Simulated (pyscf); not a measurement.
Elementary routes open to H₃C–SiH₂–Cl in the gas phase (singlet surface):
A. H₃C–Si:–Cl [singlet] + H₂ (H–Si, H–Si broken; H–H formed)
B. CH₄ + :HSi–Cl [singlet] (C–Si, H–Si broken; C–H formed)

Optimised with ωB97X-D3(BJ)/def2-SVP in PySCF.

Problem. Rank the routes by free-energy barrier at 298 K, lowest first, for ωB97M-D3(BJ)/def2-TZVP energies (ideal gas, 1 atm, RRHO with modes under 100 cm⁻¹ raised to 100, one conformer, R ln 2 for chiral ones without a mode under 150 cm⁻¹).

Solution. A (2.94 eV), B (3.29 eV)

Route A is the fastest of these, ahead of the next by 0.35 eV. The most stable products are those of B (ΔG = +1.49 eV), whose barrier is 0.35 eV higher: the kinetic and the thermodynamic product differ. At 1200 K A is still the fastest. Only these routes are compared; each barrier is that of the saddle found, and lower ones may exist.
